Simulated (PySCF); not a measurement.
# Which functional comes closest?

Molecule: SMILES [SiH3][SiH2][SiH3], H₈Si₃.

Numbering as in the mapped SMILES `[SiH3:1][SiH2:2][SiH3:3]`; H(Xn) means a hydrogen on atom n.

Geometry PBE0-D3(BJ)/def2-SVP throughout; GIAO in PySCF 2.14, gas phase, one conformer, non-relativistic; equivalent atoms averaged; basis pcSseg-2.

Reference values (measured; C. Corminboeuf, T. Heine, J. Weber, Chem. Phys. Lett. 357 (2002) 1): δ(Si1/Si3) = -98.0 ppm vs TMS, δ(Si2) = -115.7 ppm vs TMS. Computed shifts are taken against TMS, calculated as an isolated molecule at each level.

Task: How do the functionals HF, LDA, PBE, BLYP, BP86, OPBE, KT2, KT3, B97-D, B3LYP, PBE0, mPW1PW91, WP04, B97-2, BHandHLYP, CAM-B3LYP, wB97X-D, LC-wPBE perform against the reference? Times are CPU seconds on shared hosts with different chips, so compare them loosely.

Result: 
```csv
functional,kind,Si1/Si3,Si2,mean abs. error Si,core-s
HF,Hartree–Fock,-93.0,-105.2,7.8,8.3
LDA,LDA,-122.1,-134.4,21.4,14
PBE,GGA,-112.8,-125.7,12.4,18
BLYP,GGA,-111.1,-119.5,8.4,18
BP86,GGA,-111.0,-123.4,10.4,18
OPBE,GGA,-104.8,-121.3,6.2,17
KT2,GGA,-109.7,-121.7,8.9,18
KT3,GGA,-102.7,-114.1,3.2,17
B97-D,GGA,-105.3,-115.4,3.8,18
B3LYP,global hybrid,-107.1,-117.1,5.2,14
PBE0,global hybrid,-107.5,-121.8,7.8,14
mPW1PW91,global hybrid,-106.1,-120.1,6.2,14
WP04,global hybrid,-89.4,-97.1,13.6,19
B97-2,global hybrid,-103.5,-116.8,3.3,19
BHandHLYP,global hybrid,-101.6,-112.4,3.4,18
CAM-B3LYP,range-separated hybrid,-108.4,-119.1,6.9,26
wB97X-D,range-separated hybrid,-107.0,-121.1,7.2,36
LC-wPBE,range-separated hybrid,-107.1,-123.6,8.5,33
```

For ²⁹Si the closest is KT3 (3.2 ppm, with B97-2, BHandHLYP practically level) and the furthest LDA (21.4 ppm). One molecule is a small sample, and vibrational and solvent effects are absent from the calculation.
